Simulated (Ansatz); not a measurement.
hcp Be, treated with PBEsol (PAW; Ansatz, a quantum-chemistry and plane-wave program).

Run with plane-wave cutoff 500 eV, 16×14×1 k mesh (along the axes of the cell as run), Fermi–Dirac smearing 0.1 eV, scalar-relativistic PAW data made under PBE.

Q: Give the computed surface energy of the (11-20) face and work function of the (11-20) face.

A: 
* **surface energy of the (11-20) face**: 2.28 J/m²
* **work function of the (11-20) face**: 3.86 eV

The slab of 24 atoms is relaxed and unreconstructed.

Computed values are for the static lattice.

Cost on a shared machine: around 13 core-minutes (rough).
